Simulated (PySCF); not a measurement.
Species: C4H7Cl2 (doublet state).
Z-matrix (Å and degrees, GFN2-xTB geometry), rows numbered from 1:
```
C 
C   1  1.5278
C   2  1.4810  1  110.43
Cl  3  1.6929  2  119.91  1  -158.66
C   2  1.5434  1  110.53  3   121.15
Cl  5  1.7823  2  111.20  1    65.66
H   1  1.0874  2  110.39  3   -57.72
H   1  1.0864  2  109.94  3  -177.78
H   1  1.0862  2  110.22  3    62.33
H   2  1.0956  1  109.62  3  -120.73
H   3  1.0751  2  121.61  1    40.59
H   5  1.0895  2  110.76  1  -175.78
H   5  1.0897  2  110.71  1   -53.33
```

The hyperfine couplings belong to this conformer and change with its torsions.

As a line formula: `C[C@@H]([CH]Cl)CCl` [radical].

The calculation used PySCF 2.14.0, UKS B3LYP, pcH-1 on C Cl H, non-relativistic, mean-field spin-orbit, GIAO. One conformer (not necessarily the lowest) at the GFN2-xTB geometry, without solvent, vibrations or thermal averaging. The geometry wasn't refined by DFT: couplings that depend on bond lengths, twists or pyramidal angles can differ widely from those at the functional's own minimum. No stability test was run, so a lower SCF solution isn't excluded.

Where do the isotropic ENDOR lines of H11, H10, H12, H13, Cl4 and Cl6 fall at 1203.7 mT, to first order?

ν± = |νn ± a/2|, one line for each electron-spin manifold; νn = |g_N| × 7.62259 MHz/T × B.

```csv
nuclei,isotope,g_N,νn (MHz),a_iso (MHz),lower line (MHz),upper line (MHz)
H11,1H,5.5857,51.25,-56.50,23.00,79.50
H10,1H,5.5857,51.25,33.84,34.33,68.17
H12,1H,5.5857,51.25,-3.79,49.36,53.14
H13,1H,5.5857,51.25,-3.66,49.42,53.08
Cl4,35Cl,0.5479,5.03,6.92,1.57,8.49
Cl6,35Cl,0.5479,5.03,3.36,3.35,6.71
```

Which pairs are centred on the nuclear Larmor frequency, and which on half the coupling?

Centred on νn, since |a| < 2νn: H11, H10, H12, H13, Cl4 and Cl6. No pair has |a| > 2νn.

Main isotope only: 35Cl (natural samples also hold 24 % 37Cl, magnetic too, which adds its own pattern).

Largest spin populations (Mulliken): C3 (+0.93), Cl4 (+0.10) and C2 (-0.07). C3 is the only atom above +0.15. The positive populations add up to 1.11 and the negative ones to -0.11, together 2S = 1. The angles at C3 add up to 357.3°, so it is nearly planar; its axial dipolar tensor and the negative coupling of its proton fit spin in a p orbital normal to that plane.
